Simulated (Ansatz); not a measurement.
C3H8N2 can be A, `C=C(N)NC`, or B, `C=NCNC`.

Calculated with Ansatz (gas phase, PBE0-D4/def2-TZVP geometries, no zero-point term in ΔE). CCSD(T)/CBS is the MP2 limit (def2-TZVPP, def2-QZVPP) plus CCSD(T) − MP2 in def2-TZVPP, frozen cores. Functionals use def2-TZVPP. B3LYP here is the variant with VWN-RPA as its local correlation; programs differ in this. One conformer a species, not always the lowest.

A:

```xyz
13

C    -0.623    1.675    0.612
C     0.074    0.557    0.358
N     0.762   -0.165    1.327
N     0.183   -0.003   -0.911
C    -0.134   -1.410   -1.084
H    -0.552    2.173    1.570
H    -1.269    2.109   -0.139
H     0.762    0.280    2.230
H     1.693   -0.434    1.039
H    -0.280    0.579   -1.593
H     0.064   -1.690   -2.120
H    -1.180   -1.649   -0.847
H     0.500   -2.021   -0.444
```

B:

Z-matrix (Å, degrees):
```
C
N 1 1.455
N 1 1.434 2 113.3
H 1 1.102 2 111.3 3 -122.5
H 1 1.094 2 107.1 3 119.5
C 2 1.257 1 117.7 3 124.0
C 3 1.448 1 114.2 2 -63.6
H 3 1.012 1 109.5 2 60.7
H 6 1.090 2 119.7 1 -179.5
H 6 1.100 2 123.1 1 0.7
H 7 1.091 3 109.3 1 -178.8
H 7 1.094 3 109.1 1 -61.6
H 7 1.099 3 114.5 1 59.4
```

(1) Which isomer does CCSD(T)/CBS put lower? Give the gap. (Best estimate.)

(2) Give E(B) − E(A) in kcal/mol with CCSD/def2-TZVPP, B3LYP-D4, r2SCAN-D4, B3LYP, MP2/def2-TZVPP, B2PLYP, PBE0-D4. (An estimate is asked.)

Largest T1 diagnostic: 0.011.

Results:

(1) Ansatz gave: A, by 11.6 kcal/mol.

(2) The calculation gave: CCSD/def2-TZVPP 10.4, B3LYP-D4 12.9, r2SCAN-D4 14.6, B3LYP 12.7, MP2/def2-TZVPP 12.0, B2PLYP 12.1, PBE0-D4 14.3. None reverses the order clearly.
